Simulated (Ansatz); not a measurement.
# CH₃OS−: functionals against CCSD(T) at one geometry

A test off equilibrium: a structure displaced at random from a GFN2-xTB minimum is computed at several levels, and each is set against CCSD(T).

Method: single points in def2-TZVPPD; program: Ansatz 0.2.0, Gaussian basis.

Correlated methods freeze the cores.

### Step 1. Starting geometry

SMILES `CS[O-]`, 6 atoms, charge -1, spin multiplicity 1.

Atoms are counted from 1 here; the program's logs count them from 0.

Bond lengths: C1–S2 1.801 Å, C1–H4 1.113 Å, C1–H5 1.098 Å, C1–H6 1.102 Å, S2–O3 1.562 Å. Angles: S2–C1–H4 110.3°, S2–C1–H5 111.8°, S2–C1–H6 104.1°, H4–C1–H5 112.5°, H4–C1–H6 109.6°, H5–C1–H6 108.3°, C1–S2–O3 104.4°.

Geometry (Å):

```xyz
6

C    -0.27130    0.35610   -0.27130
S     0.00440   -1.29180    0.40230
O     1.36340   -1.17850    1.16310
H    -0.38660    1.09570    0.55230
H     0.51400    0.64120   -0.98430
H    -1.22220    0.26510   -0.82130
```

### Step 2. CCSD(T)/def2-TZVPPD

Contents of run/in.yaml:

```yaml
crystal:
  periodic: [false, false, false]
  atoms:
    - {symbol: C, position_ang: [-0.271300, 0.356100, -0.271300]}
    - {symbol: S, position_ang: [0.004400, -1.291800, 0.402300]}
    - {symbol: O, position_ang: [1.363400, -1.178500, 1.163100]}
    - {symbol: H, position_ang: [-0.386600, 1.095700, 0.552300]}
    - {symbol: H, position_ang: [0.514000, 0.641200, -0.984300]}
    - {symbol: H, position_ang: [-1.222200, 0.265100, -0.821300]}
basis:
  gaussian: {orbitals: "def2-TZVPPD.json"}
total_charge: -1
correlation: {method: ccsd_t}
output: {forces: true}
```

The basis file named in the input lies beside it (Basis Set Exchange, JSON).

The command line of these runs was not kept.

### Step 3. PBE0-D4/def2-TZVPPD

run/in.yaml, as its differences from that of step 2:

```diff
@@ -12,3 +12,3 @@
 total_charge: -1
-correlation: {method: ccsd_t}
-output: {forces: true}
+hamiltonian: {xc: pbe0, dispersion: d4}
+output: {forces: true, orbitals: {seedname: orbitals}}
```

### Step 4. wB97M-V/def2-TZVPPD

run/in.yaml, as its differences from that of step 3:

```diff
@@ -12,3 +12,3 @@
 total_charge: -1
-hamiltonian: {xc: pbe0, dispersion: d4}
-output: {forces: true, orbitals: {seedname: orbitals}}
+hamiltonian: {xc: {name: wB97M-V}}
+output: {forces: true}
```

### Step 5. r2SCAN-D4/def2-TZVPPD

run/in.yaml, as its differences from that of step 4:

```diff
@@ -12,3 +12,3 @@
 total_charge: -1
-hamiltonian: {xc: {name: wB97M-V}}
+hamiltonian: {xc: r2scan, dispersion: d4}
 output: {forces: true}
```

### Step 6. PBE-D4/def2-TZVPPD

run/in.yaml, as its differences from that of step 5:

```diff
@@ -12,3 +12,3 @@
 total_charge: -1
-hamiltonian: {xc: r2scan, dispersion: d4}
+hamiltonian: {xc: pbe, dispersion: d4}
 output: {forces: true}
```

### Step 7. BLYP-D4/def2-TZVPPD

run/in.yaml, as its differences from that of step 6:

```diff
@@ -12,3 +12,3 @@
 total_charge: -1
-hamiltonian: {xc: pbe, dispersion: d4}
+hamiltonian: {xc: {name: BLYP}, dispersion: d4}
 output: {forces: true}
```

### Step 8. r2SCAN0-D4/def2-TZVPPD

run/in.yaml, as its differences from that of step 7:

```diff
@@ -12,3 +12,3 @@
 total_charge: -1
-hamiltonian: {xc: {name: BLYP}, dispersion: d4}
+hamiltonian: {xc: {name: r2SCAN0}, dispersion: d4}
 output: {forces: true}
```

(Steps that only read results are left out.)

What does the calculation give? Wanted: RMS force component; RMS force error; HOMO and LUMO, PBE0-D4; T1 diagnostic.

**Answer**, as computed:

```
              quantity                                                                                              value
   RMS force component                                                               0.213 to 0.436 eV/Å over the methods
       RMS force error  PBE0-D4 0.225, wB97M-V 0.157, r2SCAN-D4 0.125, PBE-D4 0.115, BLYP-D4 0.186, r2SCAN0-D4 0.306 eV/Å
HOMO and LUMO, PBE0-D4                                                                                   1.08 and 4.09 eV
         T1 diagnostic                                                                                              0.018
```

In words: On forces the order runs from PBE-D4 to r2SCAN0-D4. Frozen-core CCSD(T) forces in triple zeta carry basis errors of their own, and this is one geometry, so small gaps rank nothing.
